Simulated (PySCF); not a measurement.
Gas-phase reaction: 2 BOCl ⇌ B2O2 + 2 Cl

Energies from PySCF, thermal terms from the rigid-rotor harmonic-oscillator model, ideal gas at 1 bar. 'Table' is the NASA 1993 thermochemical table (part measured, part estimated). After a fit of one offset per element over all species, the range-separated, M06-2X, PBE0/def2-QZVP and CCSD(T)/def2-TZVPP enthalpies, where run, lie to one side of the table for BOCl (-56 kJ/mol): a fault of the table's entry, another state or a shared error of the levels is possible; this was not checked at source. † marks an energy on the PBE0/def2-TZVP geometry and frequencies; other levels use their own. CCSD(T) freezes the core. 6-31G* has spherical d functions here. Open shells (unrestricted): Cl (multiplicity 2, electronic degeneracy 6); the rest are closed-shell singlets. Spin-orbit splitting is ignored; it lowers the true energy and changes the entropy of Cl. B3LYP is the form with VWN-RPA correlation. For this reaction the table lies outside the span of B3LYP, CCSD(T), M06-2X, MP2, PBE0, r2SCAN, ωB97M-V, ωB97X-V in their largest bases here; which side is off was not settled. CCSD(T) isn't extrapolated to the basis-set limit; its ΔH°(298 K) is 484.8 kJ in def2-SVP and 507.7 kJ in def2-TZVPP. The harmonic model lacks anharmonicity and excited electronic states, which grow with temperature; levels with a mode under 35 cm⁻¹ are left out. The table's entry may be an old estimate for BOCl, B2O2 (not checked at source). Warning, large T1 diagnostic: B2O2 (CCSD(T)/def2-TZVPP†).

| level | ΔH°(298 K), kJ | minus table | ΔG°(1000 K), kJ |
|---|---|---|---|
| table | 419.2 | - | 316.0 |
| B3LYP/6-31G* | 488.7 | 69.5 | 374.8 |
| BLYP/def2-TZVP† | 503.8 | 84.6 | 388.4 |
| CCSD(T)/def2-TZVPP† | 507.7 | 88.5 | 392.3 |
| HF/6-31G* | 360.1 | -59.1 | 245.3 |
| M06-2X/def2-TZVP† | 538.0 | 118.8 | 422.5 |
| PBE/def2-SVP | 546.3 | 127.1 | 433.2 |
| PBE/def2-TZVP† | 546.5 | 127.3 | 431.0 |
| PBE0/def2-QZVP† | 534.4 | 115.2 | 419.0 |
| PBE0/def2-TZVP | 535.3 | 116.1 | 419.9 |
| ωB97M-V/def2-TZVP† | 537.8 | 118.6 | 422.4 |
